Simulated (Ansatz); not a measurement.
Cost and result for the atomization energy of B2H4O (`BBO`) (7 atoms, 6 bonds).

```
atom   x (Å)   y (Å)   z (Å)
  B1  -0.131   0.937   0.755
  B2   0.097  -0.456  -0.139
  O3  -0.082  -0.517  -1.483
  H4  -1.180   1.192   1.277
  H5   0.770   1.692   0.995
  H6   0.440  -1.462   0.448
  H7   0.087  -1.388  -1.852
```

Total charge 0; spin multiplicity 1. All single points use the PBE0-D4/def2-TZVP geometry. It is one conformer, not always the lowest. Program: Ansatz. All runs use 2 threads of an Arm Neoverse V2 on a shared host. Times are those of one run each, without the atoms' runs, and a repeat can differ threefold. Electronic energies, without spin–orbit coupling; frozen cores. CCSD(T)/CBS adds CCSD(T) − MP2 in def2-TZVPP to the MP2 limit, and its time is that of the two runs behind it. T1 = 0.013. HSE06 is the plane-wave form, built on full-range PBE exchange.

CCSD(T)/CBS is a level of theory with its own doubt, some kJ/mol a heavy atom from the limit and from the frozen cores, so smaller differences don't rank the functionals.

```json
{"level": "LDA (SPW92)/def2-TZVPP", "functions": "149", "wall time": "0.6 s"}
{"level": "CCSD(T)/def2-SVP", "functions": "62", "wall time": "0.75 s"}
{"level": "PBE0-D4/def2-TZVPP", "functions": "149", "wall time": "1.2 s"}
{"level": "HSE06-D4/def2-TZVPP", "functions": "149", "wall time": "1.4 s"}
{"level": "BHLYP-D4/def2-TZVPP", "functions": "149", "wall time": "1.4 s"}
{"level": "PBE-QIDH/def2-TZVPP", "functions": "149", "wall time": "2 s"}
{"level": "r2SCANh-D4/def2-TZVPP", "functions": "149", "wall time": "2.1 s"}
{"level": "r2SCAN-D4/def2-TZVPP (with forces)", "functions": "149", "wall time": "2.5 s"}
{"level": "ωB97X-V/def2-TZVPP", "functions": "149", "wall time": "3.8 s"}
{"level": "B97M-V/def2-TZVPP", "functions": "149", "wall time": "4.8 s"}
{"level": "MP2/def2-QZVPP", "functions": "291", "wall time": "6.5 s"}
{"level": "CCSD(T)/def2-TZVPP", "functions": "149", "wall time": "12 s"}
{"level": "CCSD(T)/CBS(def2)", "functions": "–", "wall time": "19 s"}
```

What atomization energy does each give, and how far from CCSD(T)/CBS? (Estimate.)

Ansatz gave: 
```
                             level  atomization (kJ/mol)  difference from CCSD(T)/CBS  per bond
            LDA (SPW92)/def2-TZVPP                2837.8                        340.7      56.8
                  CCSD(T)/def2-SVP                2393.8                       -103.3     -17.2
                PBE0-D4/def2-TZVPP                2511.2                         14.1       2.3
               HSE06-D4/def2-TZVPP                2513.1                         16.0       2.7
               BHLYP-D4/def2-TZVPP                2466.3                        -30.8      -5.1
               PBE-QIDH/def2-TZVPP                2496.2                         -0.9      -0.1
             r2SCANh-D4/def2-TZVPP                2514.9                         17.8       3.0
r2SCAN-D4/def2-TZVPP (with forces)                2529.6                         32.5       5.4
                ωB97X-V/def2-TZVPP                2515.4                         18.3       3.0
                 B97M-V/def2-TZVPP                2527.3                         30.2       5.0
                    MP2/def2-QZVPP                2520.5                         23.4       3.9
                CCSD(T)/def2-TZVPP                2443.3                        -53.8      -9.0
                 CCSD(T)/CBS(def2)                2497.1                          0.0       0.0
```

From r2SCAN to r2SCAN0 (25 % exact exchange), in def2-TZVPP and without D4, the atomization energy moves by −36.0 kJ/mol: exact exchange takes away binding that semilocal exchange gives to molecules. Leaving LDA and LC-ωPBE aside and taking each functional with its dispersion term where it has one, the values, not all of them listed here, spread over 81.7 kJ/mol, from BHLYP-D4 to PBE-D4. LDA lies +296.8 kJ/mol from PBE without D4, its usual overbinding. At CCSD(T), def2-SVP lies −103.3 kJ/mol from the extrapolated value and def2-TZVPP −53.8 kJ/mol: correlation converges slowly with the basis, and small sets miss more of it in the bonded molecule than in its fragments.
